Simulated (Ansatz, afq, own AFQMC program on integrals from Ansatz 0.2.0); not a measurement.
**Ir⁺, quintet: AFQMC among the cluster methods**

A free Ir cation.

Basis def2-TZVPP with its core potentials. Only valence electrons are correlated. Ansatz 0.2.0 and our own AFQMC program on the same integrals; the CISD trial comes from CCSD amplitudes, and released means the phaseless constraint is let go. Uncertainties: one standard error, sampling alone. No spin–orbit coupling. The metal's outer-core s and p shells are frozen, which shifts wave-function levels against functionals.

Determinant: UHF, the one that the program's search chose, which needn't be the lowest solution.

No full CI on the walks' own integrals is used here; CCSDT(Q) serves as the reference and is uncertain by about the last step of the cluster series.

Cautions: no spin-orbit coupling; outer-core shells of the metal frozen.

```
T1 diagnostic                               : 0.0069
weight of the determinant in the CISD state : 0.948
⟨S²⟩ of the determinant                     : 6.004
size of the correlated space                : 8 electrons in 52 orbitals
```

```
  level  correlation energy (eV)
    MP2                  -4.7565
   CCSD                  -4.8037
CCSD(T)                  -4.9447
```

(1) Estimate where phaseless AFQMC with a CISD trial lies against CCSD(T) on the same integrals.

(1) 0.05 ± 0.05 mEh above CCSD(T). The gap is under twice the noise, so this walk alone can't tell the two apart.

Reference: CCSDT(Q), correlation energy -4.950 eV. The released energy is read at 1.50 1/Eh (meV from the phaseless value at times in 1/Eh: -4.5 ± 1.2 at 0.24, -6.2 ± 1.3 at 0.50, -8.0 ± 1.4 at 1.00, -7.2 ± 1.6 at 1.50).

```
         level  E − E(reference) (mEh)  share of correlation (%)
       CCSD(T)                    0.19                     99.90
         CCSDT                    0.07                     99.96
 ph-AFQMC/CISD             0.24 ± 0.05                     99.87
released AFQMC            -0.03 ± 0.06                    100.01
```

A walk keeps the symmetry of its determinant, which the program's search chose and which needn't be the lowest solution, so a lower state of the same spin and another symmetry isn't excluded. Released energies are given only where the last usable release times agree within the noise; a slower fall can still hide under it.
